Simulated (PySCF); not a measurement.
Molecule: SMILES OO, H$_{2}$O$_{2}$.

Atom-mapped SMILES (the numbers label the heavy atoms): `[OH:1][OH:2]`; H(Xn) means a hydrogen on atom n.

Geometry PBE0-D3(BJ)/def2-SVP throughout; GIAO in PySCF, gas phase, one conformer, non-relativistic; equivalent atoms averaged; basis pcSseg-2.

(1) How do the absolute shieldings σ depend on the functional? (ppm; last column core-seconds on shared hosts with different chips, so compare them loosely; the GGAs took longer than the global hybrids here, which isn't the general rule, and the cause wasn't traced)

(2) Which nucleus moves most, in ppm?

Results:

(1) 
```tsv
functional	kind	O1/O2	H(O1)/H(O2)	core-s
HF	Hartree–Fock	161.7	26.02	0.49
LDA	LDA	126.7	24.88	1.4
PBE	GGA	121.7	25.47	1.8
BLYP	GGA	112.4	25.50	1.7
BP86	GGA	122.2	25.56	1.8
OPBE	GGA	130.4	25.67	1.9
KT2	GGA	128.6	25.70	1.8
KT3	GGA	124.0	25.79	1.8
B97-D	GGA	120.9	25.62	1.8
B3LYP	global hybrid	124.7	25.60	1.1
PBE0	global hybrid	135.5	25.64	1
mPW1PW91	global hybrid	133.8	25.68	1
WP04	global hybrid	102.9	25.50	1.7
B97-2	global hybrid	133.2	25.74	1.5
BHandHLYP	global hybrid	139.8	25.70	1.6
CAM-B3LYP	range-separated hybrid	133.8	25.44	2
wB97X-D	range-separated hybrid	136.0	25.68	2
LC-wPBE	range-separated hybrid	146.0	25.51	2.9
```

(2) O1/O2 (oxygen bonded to O, H): from 102.9 ppm with WP04 to 161.7 ppm with HF. The smallest spread is 1.14 ppm, at H(O1)/H(O2).
